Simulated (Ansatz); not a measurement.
C4H7NO can be A, `C=C=C(N)OC`, or B, `O=C1CCCN1`.

Isolated molecules relaxed with PBE0-D4/def2-TZVP in Ansatz; ΔE leaves out vibrations. CCSD(T)/CBS is the MP2 limit (def2-TZVPP, def2-QZVPP) plus CCSD(T) − MP2 in def2-TZVPP, frozen cores. Functionals use def2-TZVPP. B3LYP here is the variant with VWN-RPA as its local correlation; programs differ in this. Each species was taken in one conformer, which may not be the lowest.

(1) Which is lower in electronic energy at CCSD(T)/CBS, and by how much? (Best estimate.)

(2) Give E(B) − E(A) in kcal/mol with CCSD(T)/def2-SVP, B3LYP, B2PLYP, LDA (SPW92), PBE-D4, BLYP-D4, CCSD(T)/def2-TZVPP. (An estimate is asked.)

(3) Does the order hold for the free energy at 298.15 K (harmonic terms from PBE0-D4)? (Best estimate.)

Largest T1 diagnostic: 0.013.

Results:

(1) The calculation gave: B, by 62.8 kcal/mol.

(2) Ansatz gave: CCSD(T)/def2-SVP -67.4, B3LYP -58.5, B2PLYP -61.6, LDA (SPW92) -65.9, PBE-D4 -62.1, BLYP-D4 -55.8, CCSD(T)/def2-TZVPP -63.2. None reverses the order clearly.

(3) Computed: Yes: G(B) − G(A) = -58.6 kcal/mol, for one conformer each.

At CCSD(T), def2-SVP lies −4.6 kcal/mol from the extrapolated value and def2-TZVPP −0.3 kcal/mol. The D4 term adds −0.9 kcal/mol with B3LYP and −0.4 kcal/mol with PBE0; it sums over pairs of atoms, weighted by their polarisabilities, and B3LYP, whose exchange is more repulsive, gets the larger term.
